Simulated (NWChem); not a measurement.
Species: CH₃O cation; SMILES C=[OH+]

All runs: NWChem. Structure relaxed at the PBE-D3(BJ)/def2-SVP level.

Taking PBE0/pcseg-2 as the yardstick, which of these has the fewest basis functions while keeping “highest occupied level (eV)” within 0.05 eV of it: PBE0/def2-SVP; PBE0/STO-3G; PBE0/pcseg-1; PBE0/aug-pcseg-1?

PBE0/def2-SVP.
| level | basis functions | highest occupied level (eV) |
|---|---|---|
| PBE0/STO-3G | 13 | -17.62 |
| PBE0/pcseg-1 | 43 | -18.56 |
| PBE0/def2-SVP | 43 | -18.48 |
| PBE0/aug-pcseg-1 | 73 | -18.52 |
| PBE0/pcseg-2 | 102 | -18.49 |

The yardstick is one finite set, not the basis-set limit.
